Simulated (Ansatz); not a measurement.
Ansatz (an electronic-structure program) input:

Ansatz 0.2 input:
```yaml
crystal:
  periodic: [false, false, false]
  atoms:
    - {symbol: B, position_ang: [-0.12810609, -0.40560462, -0.23822049]}
    - {symbol: Cl, position_ang: [1.71467412, -0.21731930, -0.45425558]}
    - {symbol: Cl, position_ang: [-0.60316472, -0.66066942, 1.54705895]}
    - {symbol: Cl, position_ang: [-1.07383114, 0.99728420, -1.02273852]}
basis:
  gaussian:
    orbitals: def2-TZVPD
hamiltonian:
  xc: {name: wB97M-V}
total_charge: -1
magnetization: {spin_polarized: true, initial_magnetization: 1}
output: {forces: true}
```

Problem. What final total energy does it print?

Solution. -1405.56468 Eh (wB97M-V/def2-TZVPD). The basis has 175 functions.
